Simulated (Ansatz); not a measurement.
Coupled-cluster diagnostics for Si(vinyl)H3 (C₂H₆Si), Ansatz.

Geometry of the singlet (PBE-D4/def2-TZVP):

```xyz
9

Si   -0.409    1.183   -0.331
C     0.076   -0.334    0.644
C     0.530   -1.462    0.081
H    -0.016   -0.303    1.737
H     0.645   -1.558   -1.003
H     0.807   -2.340    0.673
H    -0.186    0.923   -1.787
H     0.402    2.369    0.091
H    -1.850    1.522   -0.104
```

Correlated methods freeze 7 core orbitals.

**Question.** Estimate the CCSD(T) correlation energy, the shares of MP2 and (T), T1 and the reference's ⟨S²⟩ for: charge 0, singlet, own geometry in def2-TZVPP; and the rough time on 4 threads of Arm Neoverse V1 on a shared host.

**Answer.** 
```csv
state,basis,correlation (eV),MP2 share (%),(T) share (%),T1,⟨S²⟩ (pure),wall time
"charge 0, singlet, own geometry",def2-TZVPP,-14.146,87.8,3.9,0.012,0.00 (0.00),18 s
```
Customary marks for T1 are 0.02 (closed shells), 0.045 (open shells) and about 0.05 (3d metals). T1 stays under 0.02 throughout.
